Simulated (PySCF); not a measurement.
**Worked example: the step energy**

An elementary step of CH$_{8}$AlN, closed shell (CH₆AlN ([CH3][NH][AlH2]) + H₂ → CH₅N ([CH3][NH2]) + AlH₃ (still joined by a long Al–N bond); Al–N, H–H broken or loosened, Al–H, N–H formed or tightened). “Start” and “end” are the PBE0-D4/def2-TZVP structures reached by relaxing down either side of its saddle point, with the molecules still in contact.

PySCF 2.14 with density fitting (its default auxiliary sets; JK sets also for MP2 and CCSD(T)); basis: def2-TZVPP and def2-QZVPP; cores frozen in the correlated methods.

Energies in eV:

| quantity | end | start |
| --- | --- | --- |
| Hartree–Fock, triple zeta (X = 3) | -9223.15699 | -9222.48396 |
| Hartree–Fock, quadruple zeta (X = 4) | -9223.49206 | -9222.83583 |
| MP2 correlation, X = 3 | -13.69371 | -13.85242 |
| MP2 correlation, X = 4 | -14.53656 | -14.70511 |
| CCSD(T) correlation, X = 3 | -15.50230 | -15.58954 |

(1) Work out the step energy at the basis limit: extrapolate Hartree–Fock as E(X) = E∞ + A exp(−7.88 √X) and the MP2 correlation as E(X) = E∞ + B X^−2.97 (the exponents that Neese and Valeev fitted for def2-TZVPP and QZVPP), then add CCSD(T) − MP2 in triple zeta.

T1 diagnostic: at most 0.013.

## Answers

(1) Each step is linear, so take the differences first (end − start): Hartree–Fock -0.67303 (X = 3) and -0.65623 (X = 4); MP2 correlation 0.15871 and 0.16855; CCSD(T) correlation 0.08724.
Two points give E∞ = E(4) + w [E(4) − E(3)], with w = 1/(exp(7.88 (2 − √3)) − 1) = 0.1377 for Hartree–Fock and w = 1/((4/3)^2.97 − 1) = 0.7407 for the correlation.
Hartree–Fock: -0.65623 + 0.1377 × 0.01680 = -0.6539 eV.
MP2 correlation: 0.16855 + 0.7407 × 0.00984 = 0.1758 eV.
CCSD(T) − MP2: 0.08724 − 0.15871 = -0.0715 eV.
Sum: -0.6539 + 0.1758 + (-0.0715) = -0.5496 eV, or -12.67 kcal/mol. Plain CCSD(T) in triple zeta gives -0.5858 eV, so the larger basis shifts the result by 0.0362 eV.

Labels in which every atom is bracketed show which atoms are joined, not bond orders.

For scale, one of the runs: CCSD(T)/def2-TZVPP, 216 basis functions, launched by `OMP_NUM_THREADS=4 python run.py`. Time: 7.2 min of wall clock on 4 CPU threads of an Arm Neoverse V1; the host was shared. Peak host memory: 2.8 GiB.
